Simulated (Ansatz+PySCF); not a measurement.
A calculation with Ansatz (development build ahead of 0.2.0).

```yaml
crystal:
  periodic: [false, false, false]
  atoms:
    - { symbol: C, position_ang: [0.0, 0.0, -0.49277] }
    - { symbol: C, position_ang: [0.0, 1.18984, 0.21106] }
    - { symbol: C, position_ang: [0.0, -1.18984, 0.21106] }
    - { symbol: H, position_ang: [0.0, 0.0, -1.58737] }
    - { symbol: H, position_ang: [0.0, 2.1593, -0.30303] }
    - { symbol: H, position_ang: [0.0, 1.20371, 1.30863] }
    - { symbol: H, position_ang: [0.0, -2.1593, -0.30303] }
    - { symbol: H, position_ang: [0.0, -1.20371, 1.30863] }
basis:
  gaussian: { orbitals: def2-SVP }
total_charge: 1
hamiltonian:
  xc: hf
```

The input is written out in the form of the current development build from the run's settings.

Output:

```
Converged                                                          : yes
Total energy                                                       : -116.10489 hartree
Spin squared of the determinant                                    : 0.000
Stability test                                                     : minimum among restricted orbitals
Occupied orbitals by symmetry in an Abelian subgroup (alpha; beta) : 6 A1 1 B1 4 B2; 6 A1 1 B1 4 B2
```
